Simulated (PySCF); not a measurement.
Work out the structure from these simulated measurements.

Formula: C5H11F.

* Couplings: largest of the computed one-bond spin–spin couplings (means over like bonds): 19F–13C -233.2, 13C–1H +152.1 (×2), 13C–1H +131.6 (×3), 13C–1H +130.4 (×2), 13C–1H +129.5 (×2), 13C–1H +129.2 (×2), 13C–13C +40.2, 13C–13C +37.2 Hz [B3LYP/pcJ-1, spin–dipole term left out for some pairs]
* Polarisability: 64.5 au [CAM-B3LYP/def2-SVPD]
* Rotational structure: rotational constants A, B, C: 9.210, 1.360, 1.263 GHz [PBE0-D3(BJ)/def2-SVP]
* 1H NMR: chemical shifts (computed TMS as zero) by class: 4.36 (2 H), 1.50 (2 H), 1.41 (2 H), 1.28 (2 H), 1.00 (3 H) ppm [GIAO B97-2/pcSseg-2]
* NMR, other nuclei: isotropic shieldings of nuclei other than C and H, by class: 417 (1 F) ppm [GIAO B97-2/pcSseg-2]
* 13C NMR: chemical shifts (computed TMS as zero) by class: 86.5 (1 C), 36.7 (1 C), 33.3 (1 C), 28.9 (1 C), 17.5 (1 C) ppm [GIAO B97-2/pcSseg-2]
* Valence photoelectron: vertical ionisation energy: 11.26 eV [ΔSCF CAM-B3LYP/def2-SVPD]

The electronic properties come from PySCF, for the isolated species, density fitting. Levels stand in brackets. Isolated species at its PBE0-D3(BJ)/def2-SVP geometry (one conformer only). NMR values are class means; diastereotopic atoms form classes of their own.

Problem. What is the compound? Reason from the data.

Solution. Numbering: `[CH3:1][CH2:2][CH2:3][CH2:4][CH2:5][F:6]`. Its formula, C5H11F, gives 0 degrees of unsaturation, so no ring and no π bond. 5 carbons fall into 5 classes; from least to most shielded: sp3 C–F carbon [C5] (86.5 ppm), chain CH2 carbon [C4] (36.7 ppm), chain CH2 carbon [C3] (33.3 ppm), chain CH2 carbon [C2] (28.9 ppm), methyl carbon [C1] (17.5 ppm). Hydrogen classes from least to most shielded: 2 H on an sp3 C–F carbon, C5 (4.36 ppm), 2 H on a chain CH2 carbon, C4 (1.50 ppm, a mean of values up to 0.5 ppm apart in this geometry), 2 H on a chain CH2 carbon, C3 (1.41 ppm, a mean of values up to 0.7 ppm apart in this geometry), 2 H on a chain CH2 carbon, C2 (1.28 ppm), 3 H on a methyl carbon, C1 (1.00 ppm). The other shieldings belong to: 417 ppm, alkyl fluorine [F6]. The couplings run between: -233.2 Hz, alkyl fluorine [F6] and sp3 C–F carbon [C5]; +152.1 Hz, sp3 C–F carbon [C5] and its hydrogen (with 1 like pair); +131.6 Hz, methyl carbon [C1] and its hydrogen (with 2 like pairs); +130.4 Hz, chain CH2 carbon [C3] and its hydrogen (with 1 like pair); +129.5 Hz, chain CH2 carbon [C2] and its hydrogen (with 1 like pair); +129.2 Hz, chain CH2 carbon [C4] and its hydrogen (with 1 like pair); +40.2 Hz, chain CH2 carbon [C4] and sp3 C–F carbon [C5]; +37.2 Hz, methyl carbon [C1] and chain CH2 carbon [C2]. The first electron is taken from the HOMO, whose largest Löwdin shares are 0.16 on a chain CH2 carbon, 0.15 on a chain CH2 carbon, 0.13 on the sp3 C–F carbon and 0.12 on the alkyl fluorine. The optimised geometry has point group C1 and is an asymmetric top. Structure: 1-fluoropentane (`CCCCCF`). Computed isomers that give other values at the same levels: `CC(C)(C)CF` (rotational constant A: 4.431 GHz; this holds for the one conformer computed); `CCC(F)CC` (rotational constant A: 7.612 GHz; this holds for the one conformer computed); `CCC(C)(C)F` (rotational constant A: 4.594 GHz; this holds for the one conformer computed). The assignments are read from this structure; whether some other isomer fits the data as well wasn't checked.

Shape of the structure used: `[CH3:1][CH2:2][CH2:3][CH2:4][CH2:5][F:6]`: C1–C2–C3–C4 180°, C2–C3–C4–C5 -179°, C3–C4–C5–F6 60°.
